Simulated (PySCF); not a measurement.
methylamidogen: removing and adding an electron

System: `C[NH]` (CH4N•, doublet). Numbering: `[CH3:1][NH:2]`

These are calculated values, M06-2X/ma-def2-TZVP in PySCF (grid level 3) at geometries from PBE0-D3(BJ)/ma-def2-SVP. The prefix ma- adds one diffuse s and one diffuse p function on all atoms but H. Thermal corrections: PBE0-D3(BJ)/ma-def2-SVP frequencies, unscaled, ideal gas at 298.15 K and 1 bar, quasi-RRHO entropy.

Frontier levels of the parent: HOMO -9.13 eV, LUMO -1.18 eV.

Vertical ionisation energy to the singlet cation: 10.57 eV. The product does not keep its bonds on relaxation, so no adiabatic value is given.

Oxidation to the triplet cation:
* Vertical ionisation energy (electronic): 10.53 eV
* Adiabatic ionisation energy (with zero-point energy): 9.69 eV
* Adiabatic, electronic part: 9.77 eV
* Vertical gap at the product's structure: 8.79 eV
* Inner reorganisation energy (four-point): 1732 meV
* Relaxation of product / of parent: 758 / 974 meV
* ⟨S²⟩ of the product: 2.011
* Largest spin populations: N2 1.80, H (on C1) 0.10, H (on C1) 0.10
* Largest changes of atomic charge: N2 0.52, H (on N2) 0.15, H (on C1) 0.12, H (on C1) 0.12
* Distances that move most (Å): C1–N2 1.425 → 1.359; C1–H 1.100 → 1.114; C1–H 1.110 → 1.117; C1–H 1.110 → 1.117

Reduction to the singlet anion:
| Property | Result |
| --- | --- |
| Vertical electron affinity (electronic) | 0.27 eV |
| Adiabatic electron affinity (with zero-point energy) | 0.38 eV |
| Adiabatic, electronic part | 0.33 eV |
| Vertical gap at the product's structure | 0.48 eV |
| Inner reorganisation energy (four-point) | 209 meV |
| Relaxation of product / of parent | 57 / 153 meV |
| Largest changes of atomic charge | N2 -0.64, H (on C1) -0.14, H (on C1) -0.14, H (on N2) -0.09 |
| Distances that move most (Å) | C1–H 1.110 → 1.144; C1–H 1.110 → 1.143; C1–H 1.100 → 1.115; C1–N2 1.425 → 1.416 |

Vertical electron affinity to the triplet anion: -0.92 eV. The extra electron is not bound at this structure, the number hangs on the basis, and the ion was not relaxed.

Against the Active Thermochemical Tables (version 1.112): electron affinity to the singlet anion 0.43 (computed 0.38, error -0.05) eV.

Measured values (NIST Chemistry WebBook, evaluated or the median of agreeing entries): adiabatic electron affinity 0.50 eV (computed 0.38, difference -0.12).

Run with `OMP_NUM_THREADS=1 python redox_run.py task.json out` on 1 thread of Arm Neoverse V1, a shared host. Structures, frequencies and single points: 2.5 min of wall time.
